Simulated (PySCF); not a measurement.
Electron affinity of Al by level of theory

Al⁻ [Ne] 3s2 3p2 (3P) → Al [Ne] 3s2 3p1 (2P), as a difference of total energies. Computed with PySCF 2.14 in x2c-TZVPPall with one added diffuse shell each of s, p, d type (6s6p4d1f, 51 functions), with scalar relativity by spin-free X2C-1e. Correlated levels: valence: [Ne] frozen. The calculations carry no spin-orbit coupling.

```
           method  electron affinity (eV)  error (eV)
              UHF                   0.011      -0.422
    MP2 (valence)                   0.343      -0.090
SCS-MP2 (valence)                   0.247      -0.186
   CCSD (valence)                   0.358      -0.075
CCSD(T) (valence)                   0.404      -0.029
```

Reference: 0.433 eV (measured; photodetachment measurements, as compiled on the Wikipedia data page of electron affinities).

Errors of the correlated levels include the incompleteness of this basis and the frozen core.
